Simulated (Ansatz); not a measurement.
**Counterpoise correction, worked out**

The pair of H$_{2}$S (SMILES S, atoms 1–3) and CH$_{2}$O (SMILES C=O, atoms 4–7), both closed shells, in one local arrangement (a lower one may exist), relaxed at PBE0-D4/def2-TZVP:

| atom | x (Å) | y (Å) | z (Å) |
| --- | --- | --- | --- |
| S1 | -0.5016 | 0.8023 | -2.0386 |
| H2 | -0.2226 | -0.3792 | -2.6089 |
| H3 | 0.4591 | 0.6464 | -1.1061 |
| C4 | 0.0576 | -0.2701 | 1.4423 |
| O5 | 1.0925 | 0.0528 | 0.9310 |
| H6 | 0.0145 | -0.6152 | 2.4930 |
| H7 | -0.8996 | -0.2370 | 0.8874 |

Ansatz 0.2.0; basis: def2-TZVPPD; cores frozen in the correlated methods.

CCSD(T) total energies in eV:

| system | geometry | basis functions | energy |
| --- | --- | --- | --- |
| pair | pair | all | -13967.00944 |
| H$_{2}$S | as in the pair | all (partner as ghosts) | -10855.54131 |
| CH$_{2}$O | as in the pair | all (partner as ghosts) | -3111.35938 |
| H$_{2}$S | as in the pair | its own | -10855.52864 |
| CH$_{2}$O | as in the pair | its own | -3111.35163 |
| H$_{2}$S | free (PBE0-D4 minimum) | its own | -10855.52983 |
| CH$_{2}$O | free (PBE0-D4 minimum) | its own | -3111.34815 |

Question: Work out the interaction energy with and without the counterpoise correction, the superposition error, and the binding energy from the relaxed fragments.

Answer: Without correction: -13967.00944 − (-10855.52864) − (-3111.35163) = -0.12917 eV.
With correction (each fragment in the whole basis): -13967.00944 − (-10855.54131) − (-3111.35938) = -0.10875 eV = -2.51 kcal/mol.
The superposition error is the difference, 0.02042 eV, 16 % of the uncorrected value: each fragment borrows its partner's functions.
Deformation from the free shapes: 0.00119 eV for H$_{2}$S and -0.00348 eV for CH$_{2}$O (a small negative value is possible, since the free shapes are minima of another method).
Binding energy from relaxed fragments: -0.10875 + 0.00119 + (-0.00348) = -0.11104 eV = -2.56 kcal/mol (electronic, without zero-point energy; negative means bound). For comparison, the corrected interaction energy by CCSD(T) at an estimated basis limit (MP2 extrapolated from triple and quadruple zeta, plus CCSD(T) − MP2 in triple zeta) is -0.129 eV; triple zeta with the correction binds less.

T1 diagnostic: at most 0.016.

For scale, one of the runs: CCSD(T)/def2-TZVPPD, 196 basis functions, launched by `ansatz run in.yaml --threads 2 --pin off --events-out ev --progress --plain --max-ram 5222MiB`. Hardware: 2 CPU threads, shared host. Wall time 19 s; peak host memory 2.4 GiB.
